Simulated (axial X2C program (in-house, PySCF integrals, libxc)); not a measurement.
## BCl⁺: from the spin-free to the two-component result

Calculated with an in-house relativistic program for diatomic molecules. Spin-free means the one-electron spin-free X2C Hamiltonian; two-component (2c) means X2C with spin–orbit coupling and atomic mean-field two-electron Coulomb and Gaunt terms, so the difference of the two also holds small scalar two-electron terms. Basis: Cl dyall-av3z [9s8p3d2f], B dyall-v3z [7s6p2d1f] (cores contracted in-house); Gaussian nuclei, density fitting, unrestricted open shells. Masses: Cl 34.969 u, B 11.009 u.

Spin-free state: M_S = 1/2, Λ = 0 (beyond evenly filled blocks: σα); fragments Cl + B+.

| level | Re (Å) | ωe (cm⁻¹) | De (eV) | μ (D) |
| --- | --- | --- | --- | --- |
| PBE0 | 1.599 | 1147.1 | 4.226 | 2.72 |
| HF | 1.596 | 1171.7 | 3.039 | 3.21 |
| MP2 | 1.598 | 1170.4 | 3.962 | n/a |
| r2SCAN0 | 1.595 | 1161.3 | 4.289 | 2.80 |

Correlated methods: 9 electrons correlated (number of frozen shells: Cl 2 s, 1 p; B 1 s), 175 virtual spin orbitals or spinors in MP2.

Dipoles are positive if B is the positive end and refer to the centre of mass.

Two-component determinant lowest at the distance of the search:

Ω = 1/2 (⟨Sz⟩ = 0.50, ⟨Lz⟩ = 0.00 at HF); fragments Cl + B+.

```tsv
level	Re (Å)	ωe (cm⁻¹)	De (eV)	μ (D)
PBE0	1.599	1146.8	4.221	2.72
HF	1.596	1171.4	2.978	3.20
MP2	1.599	1170.2	3.926	n/a
r2SCAN0	1.595	1161.0	4.286	2.80
```

(1) From the two tables, how do the constants change at the MP2 level (2c against spin-free)?

The state is one determinant whose occupation by symmetry is held fixed; it was picked as the lowest of a PBE0 search that is not exhaustive. Dissociation energies refer to the lowest single-determinant-based atoms at the same level and basis. Density functionals use the spin component along the axis (collinear). In 2c an atomic determinant is not the ground J level, so De misses part of the atomic spin–orbit lowering. This holds for PBE0, r2SCAN0. The functionals have no current-density term, which raises determinants with orbital currents, atoms included.

Results:

(1) At the MP2 level Re is unchanged within 0.001 Å and ωe stays the same within 0.2 cm⁻¹; De changes by -0.036 eV.
